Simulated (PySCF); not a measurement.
**Bonding in `Clc1cs[cH+]s1`**

Species: C₃H₂ClS₂ (charge +1).
Numbering: `[Cl:1][c:2]1[cH:3][s:4][cH+:5][s:6]1` (hydrogens: H7 on C3; H8 on C5)

Bond orders from the PBE0/pcSseg-1 density (PySCF). Geometry: PBE0-D3(BJ)/def2-SVP; no solvent, vibrations or thermal averaging.

Q: Where do the orders between heavy atoms depart from those drawn in the SMILES?

A: The largest departure is 0.397, at S6–C2 (drawn aromatic, 1.103), counting aromatic bonds as 1.5. Drawn single, order above 1.12: Cl1–C2 (1.203). The bonds drawn aromatic range from 1.10 to 1.48. The SMILES, with its formal charges, is one Lewis structure only.

Q: Set the Mayer orders of the bonds beside their lengths.

A: 
```
  bond  drawn as  length (Å)  Mayer order
Cl1–C2    single       1.684        1.203
 C2–C3  aromatic       1.367        1.483
 C3–S4  aromatic       1.708        1.181
 S4–C5  aromatic       1.669        1.352
 C5–S6  aromatic       1.672        1.315
 S6–C2  aromatic       1.740        1.103
 C3–H7    single       1.093        0.927
 C5–H8    single       1.095        0.900
```

By pair of heavy elements: C–S: lowest S6–C2 (1.103, 1.740 Å), highest S4–C5 (1.352, 1.669 Å).

Q: Sum the orders of all bonds at each heavy atom with more than one neighbour and set the sums beside the valence in the SMILES.

A: C2 3.789 (drawn 4), C3 3.591 (drawn 4), S4 2.533 (drawn 2), C5 3.567 (drawn 3), S6 2.418 (drawn 2). Orders between atoms that aren't bonded are not in these sums.

Mayer orders depend on the basis set.
